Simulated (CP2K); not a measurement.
**AlH (SMILES [AlH]): AM1**

Aim: the vertical ionisation energy of AlH at AM1, from 2 runs. 

The calculation is run with CP2K 2026.2.

1 further run of the same task is left out (set aside as unsound or not needed).

### 1 Starting point

AlH: 2 atoms, total charge 0, spin state singlet. SMILES: `[AlH]`. Geometry: relaxed at PBE0-D4/def2-TZVP.

Bond lengths: Al1–H2 1.665 Å.

### 2 The energy at AM1

mol.inp

```
&FORCE_EVAL
  METHOD Quickstep
  &DFT
    &QS
      METHOD AM1
      EPS_DEFAULT 1.0E-10
      &SE
        &COULOMB
          CUTOFF [angstrom] 50
          RC_RANGE [angstrom] 0
        &END COULOMB
        &EXCHANGE
          CUTOFF [angstrom] 50
          RC_RANGE [angstrom] 0
        &END EXCHANGE
      &END SE
    &END QS
    &POISSON
      PERIODIC NONE
      POISSON_SOLVER ANALYTIC
    &END POISSON
    &SCF
      SCF_GUESS ATOMIC
      EPS_SCF 1.0E-07
      MAX_SCF 100
      ADDED_MOS 4
      &DIAGONALIZATION
        ALGORITHM STANDARD
      &END DIAGONALIZATION
      &MIXING
        METHOD DIRECT_P_MIXING
        ALPHA 0.4
      &END MIXING
    &END SCF
    &PRINT
      &MOMENTS
        PERIODIC F
        REFERENCE COM
        MAX_MOMENT 1
      &END MOMENTS
      &MO ON
        ENERGIES T
        OCCUPATION_NUMBERS T
        NDIGITS 6
        &EACH
          QS_SCF 0
        &END EACH
        ADD_LAST NUMERIC
      &END MO
      &HIRSHFELD OFF
      &END HIRSHFELD
    &END PRINT
  &END DFT
  &SUBSYS
    &CELL
      ABC 8 8 9.7
      PERIODIC NONE
    &END CELL
    &COORD
      UNIT bohr
      Al     0.0000000     0.0000000    -0.0484526
      H      0.0000000     0.0000000     3.0974690
    &END COORD
    &TOPOLOGY
      &CENTER_COORDINATES
      &END CENTER_COORDINATES
    &END TOPOLOGY
  &END SUBSYS
&END FORCE_EVAL

&GLOBAL
  PROJECT_NAME mol
  RUN_TYPE ENERGY
  PRINT_LEVEL MEDIUM
&END GLOBAL
```

On the command line:

```
$ OMP_NUM_THREADS=1 cp2k.psmp -i mol.inp > mol.out 2>&1
```

Output:

```text
CP2K| version string:                                       CP2K version 2026.2
[...]
 GLOBAL| Method name                                                        CP2K
[...]
 GLOBAL| Run type                                                         ENERGY
[...]
 *** WARNING in qs_environment.F:2210 :: More added MOs requested than     ***
 *** available. The full set of unoccupied MOs will be used. Use           ***
 *** 'ADDED_MOS -1' to always use all available MOs and to get rid of this ***
[...]
                             - Atoms:                                          2
[...]
                             - Spherical basis functions:                      5
[...]
 Number of electrons:                                                          4
[...]
     1 P_Mix/Diag. 0.40E+00    0.0     1.16737595        -1.6046836433 -1.60E+00
[...]
    12 DIIS/Diag.  0.57E-10    0.0     2.8795E-09        -2.2412829794 -2.96E-09
  *** SCF run converged in    12 steps ***
  Core-core repulsion energy [eV]:                             20.54182022592109
  Core Hamiltonian energy [eV]:                               -80.71040745777867
  Two-electron integral energy [eV]:                           -1.63964850227090
  Electronic energy [eV]:                                     -81.53023170891413
  Total energy [eV]:                                          -60.98841148299304
  Atomic reference energy [eV]:                                63.52361075295577
  Heat of formation [kcal/mol]:                                58.46308866039055
[...]
 SE_DIPOLE| Moment [Debye]          0.00000000      -0.00000000      -0.43169297
 SE_DIPOLE| Derivative [a.u.]       0.00000000       0.00000000       0.00000000
 ENERGY| Total FORCE_EVAL ( QS ) energy [hartree]             -2.241282979376976
[...]
```

Run time: 0.2 s. Hardware: 1 thread of Arm Neoverse V2, shared host.

### 3 The doublet cation at the same level

molecule.inp

```
&GLOBAL
    PROJECT_NAME molecule
    RUN_TYPE ENERGY
    PRINT_LEVEL MEDIUM
&END GLOBAL

&FORCE_EVAL
    METHOD Quickstep
    &DFT
        CHARGE 1
        MULTIPLICITY 2
        UNRESTRICTED_KOHN_SHAM T
        # Quickstep
        &QS
            METHOD AM1
            EPS_DEFAULT 1.0E-10
            &SE
                &COULOMB
                    CUTOFF [angstrom] 50
                    RC_RANGE [angstrom] 0
                &END COULOMB
                &EXCHANGE
                    CUTOFF [angstrom] 50
                    RC_RANGE [angstrom] 0
                &END EXCHANGE
            &END SE
        &END QS
        &POISSON
            PERIODIC NONE
            POISSON_SOLVER ANALYTIC
        &END POISSON
        &SCF
            SCF_GUESS ATOMIC
            EPS_SCF 1.0E-07
            MAX_SCF 100
            ADDED_MOS 4
            &DIAGONALIZATION
                ALGORITHM STANDARD
            &END DIAGONALIZATION
            &MIXING
                METHOD DIRECT_P_MIXING
                ALPHA 0.4
            &END MIXING
        &END SCF
        # extra output
        &PRINT
            &MOMENTS
                PERIODIC F
                REFERENCE COM
                MAX_MOMENT 1
            &END MOMENTS
            &MO ON
                ENERGIES T
                OCCUPATION_NUMBERS T
                NDIGITS 6
                &EACH
                    QS_SCF 0
                &END EACH
                ADD_LAST NUMERIC
            &END MO
            &HIRSHFELD OFF
            &END HIRSHFELD
        &END PRINT
    &END DFT
    # structure
    &SUBSYS
        # box in angstrom
        &CELL
            ABC [angstrom] 8 8 9.7
            PERIODIC NONE
        &END CELL
        &COORD
            UNIT bohr
            Al     0.0000000     0.0000000    -0.0484526
            H      0.0000000     0.0000000     3.0974690
        &END COORD
        &TOPOLOGY
            &CENTER_COORDINATES
            &END CENTER_COORDINATES
        &END TOPOLOGY
    &END SUBSYS
&END FORCE_EVAL
```

On the command line:

```
$ OMP_NUM_THREADS=1 cp2k.psmp -i molecule.inp > molecule.out 2>&1
```

Output:

```text
CP2K| version string:                                       CP2K version 2026.2
[...]
 GLOBAL| Method name                                                        CP2K
[...]
 GLOBAL| Run type                                                         ENERGY
[...]
 *** WARNING in qs_environment.F:2210 :: More added MOs requested than     ***
 *** available. The full set of unoccupied MOs will be used. Use           ***
 *** 'ADDED_MOS -1' to always use all available MOs and to get rid of this ***
[...]
                             - Atoms:                                          2
[...]
                             - Spherical basis functions:                      5
[...]
 Number of electrons:                                                          2
[...]
     1 P_Mix/Diag. 0.40E+00    0.0     0.71045264        -1.3311204934 -1.33E+00
[...]
    24 DIIS/Diag.  0.61E-07    0.0     0.00000010        -1.9498338304  1.49E-14
  *** SCF run converged in    24 steps ***
  Core-core repulsion energy [eV]:                             20.54182022592109
  Core Hamiltonian energy [eV]:                               -61.98937485992985
  Two-electron integral energy [eV]:                          -23.22024436173884
  Electronic energy [eV]:                                     -73.59949704079926
  Total energy [eV]:                                          -53.05767681487818
  Atomic reference energy [eV]:                                63.52361075295577
  Heat of formation [kcal/mol]:                               241.35018930666396
[...]
 SE_DIPOLE| Moment [Debye]         -0.00000000       0.00000000       0.64277948
 SE_DIPOLE| Derivative [a.u.]       0.00000000       0.00000000       0.00000000
 ENERGY| Total FORCE_EVAL ( QS ) energy [hartree]             -1.949833830376638
[...]
```

Wall time 0.22 s (1 thread of Arm Neoverse V2, shared host).

### 4 What came out

Level: AM1.

| quantity | value |
| --- | --- |
| singlet AlH: total energy | -2.24128 Eh |
| singlet AlH: dipole moment | 0.43 D |
| singlet AlH: HOMO energy | -8.05 eV |
| singlet AlH: LUMO energy | -0.47 eV |
| singlet AlH: HOMO–LUMO gap | 7.58 eV |
| singlet AlH: heat of formation | 58.5 kcal/mol |
| doublet cation: total energy | -1.94983 Eh |
| doublet cation: HOMO energy (highest over α and β) | -15.23 eV |
| doublet cation: LUMO energy (lowest over α and β) | -7.82 eV |
| doublet cation: heat of formation | 241.4 kcal/mol |
| vertical ionisation energy (to the doublet cation) | 7.931 eV |

The vertical ionisation energy comes to 7.93 eV (183 kcal/mol).
